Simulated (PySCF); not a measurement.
Work out the structure from these simulated measurements.

Formula: C2H2F2.

* NMR, other nuclei: isotropic shieldings of nuclei other than C and H, by class: 339 (2 F) ppm [GIAO B97-2/pcSseg-2]
* UV, first state: lowest singlet excitation: 6.31 eV (197 nm, f = 0.026) [TDDFT CAM-B3LYP/aug-cc-pVTZ]
* Polarisability: 28.4 au [CAM-B3LYP/aug-cc-pVTZ]
* Couplings: largest of the computed one-bond spin–spin couplings (means over like bonds): 19F–13C -333.1 (×2), 13C–1H +210.1 (×2), 13C–13C +103.6 Hz [B3LYP/pcJ-2]
* 13C NMR: chemical shifts (computed TMS as zero) by class: 145.9 (2 C) ppm [GIAO B97-2/pcSseg-2]
* Rotational structure: rotational constants A, B, C: 21.614, 5.886, 4.626 GHz [PBE0-D3(BJ)/def2-TZVP]

Electronic properties: PySCF, gas phase, density fitting. Levels stand in brackets. Geometry: PBE0-D3(BJ)/def2-TZVP; no solvent, vibrations or thermal averaging. Each NMR value is the plain mean over a class of atoms that symmetry, rotation or inversion makes alike.

Task: Propose a structure and show how it fits.

Result: Numbering: `[F:1]/[CH:2]=[CH:3]\[F:4]`. Its formula, C2H2F2, gives 1 degree of unsaturation: 0 rings and 1 π bond in the structure found. 2 carbons fall into 1 class: vinylic C–F carbon [C2/C3] (145.9 ppm, 2 C). The other shieldings belong to: 339 ppm, vinyl fluorine [F1/F4]. The couplings run between: -333.1 Hz, vinyl fluorine [F1] and vinylic C–F carbon [C2] (with 1 like pair); +210.1 Hz, vinylic C–F carbon [C2] and its hydrogen (with 1 like pair); +103.6 Hz, vinylic C–F carbon [C2] and vinylic C–F carbon [C3]. The optimised geometry has point group C2v and is an asymmetric top. Structure: `F/C=C\F`. Computed isomers that give other values at the same levels: `C=C(F)F` (13C chemical shifts (computed TMS as zero) by class: 173.5 (1 C), 64.9 (1 C) ppm); `F/C=C/F` (13C chemical shifts (computed TMS as zero) by class: 155.1 (2 C) ppm). The assignments are read from this structure; whether some other isomer fits the data as well wasn't checked.
